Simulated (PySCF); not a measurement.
## Which determinant of SiB lies lowest?

Unrestricted PBE0; basis Si def2-TZVPP, B def2-TZVPP; no relativity; PySCF 2.14. Outer shells of the fragments: Si 3s2 3p2; B 2s2 2p1.

Followed along the bond (rough minima from three points):

| 2Ms+1 | unpaired | ⟨S²⟩ at the start | R at minimum (Å) | Te (eV) |
| --- | --- | --- | --- | --- |
| 4 | σ ↑, π ↑↑ | 3.75 | 1.91 | 0.00 |
| 2 | σ ↓, π ↑↑ | 1.78 | 1.92 | 0.32 |
| 2 | σ ↑, π ↑↓ | 1.77 | 1.92 | 0.37 |
| 2 | σ ↑ | 0.78 | 1.94 | 1.13 |
| 2 | π ↑ | 0.90 | none in the scan | ≤ 1.09 |

Solutions found at the starting distance of 1.930 Å, counted from the lowest of them; the search is not exhaustive and high or unbound solutions are not listed, so other states can lie among these:

```csv
2Ms+1,unpaired,term,E (eV),⟨S²⟩,⟨Lz²⟩,μ (D)
4,"σ ↑, π ↑↑",⁴Σ⁻,0.00,3.75,0.00,-0.50
2,"σ ↓, π ↑↑",mixed,0.31,1.78,0.00,-0.58
2,"σ ↑, π ↑↓",mixed,0.37,1.77,2.02,-0.55
2,σ ↑,mixed,1.13,0.78,2.00,-0.52
2,π ↑,²Π,1.20,0.90,1.01,-0.41
2,π ↑,²Π,1.87,0.76,1.01,-2.67
4,"σ ↑↑, π ↑",⁴Π,2.69,3.83,1.02,-1.34
4,π ↑↑↑,⁴Π,2.96,3.91,1.01,0.24
```

A term symbol is given only where ⟨S²⟩ and ⟨Lz²⟩ are close to those of a pure state; real π, δ and φ orbitals otherwise mix terms. A positive dipole means Si(−)B(+).
